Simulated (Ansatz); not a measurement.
Total energies of Al(NH2Me)H3 (CH₈AlN) from Ansatz at PBE0-D4/def2-TZVP, gas phase (1 Eh = 27.2114 eV = 2625.5 kJ/mol). The reference geometry is relaxed at r2SCAN-D4/def2-TZVP.

Cartesian coordinates in Å:
```
Al -0.725 -0.907 1.122
N 0.684 0.152 0.088
C 0.172 0.764 -1.160
H 1.462 -0.469 -0.122
H 1.057 0.873 0.702
H 0.944 1.323 -1.691
H -0.213 -0.030 -1.798
H -0.653 1.427 -0.903
H -1.106 -1.995 0.006
H -1.787 0.264 1.393
H 0.163 -1.401 2.362
```

| state | geometry | energy (Eh) |
| --- | --- | --- |
| charge 0 singlet | reference | -339.91355 |
| charge 1 doublet | reference | -339.55644 |
| free Al atom (doublet) | – | -242.24894 |
| free N atom (quartet) | – | -54.54382 |
| free C atom (triplet) | – | -37.80537 |
| free H atom (doublet) | – | -0.50104 |

(1) Work out the vertical ionisation energy to the doublet.

(2) What is the binding energy per atom against free atoms?

(1) E(charge 1 doublet) − E(charge 0 singlet) = -339.55644 − (-339.91355) = 0.35711 Eh = 9.72 eV. For comparison, −ε of the highest occupied level is 7.37 eV at this level, 2.35 eV less.

(2) Atoms: 1 × (-242.24894) + 1 × (-54.54382) + 1 × (-37.80537) + 8 × (-0.50104) = -338.60645 Eh. Binding: -338.60645 − (-339.91355) = 1.30710 Eh = 35.57 eV, or 3.23 eV for each of 11 atoms (no zero-point energy, no counterpoise term).
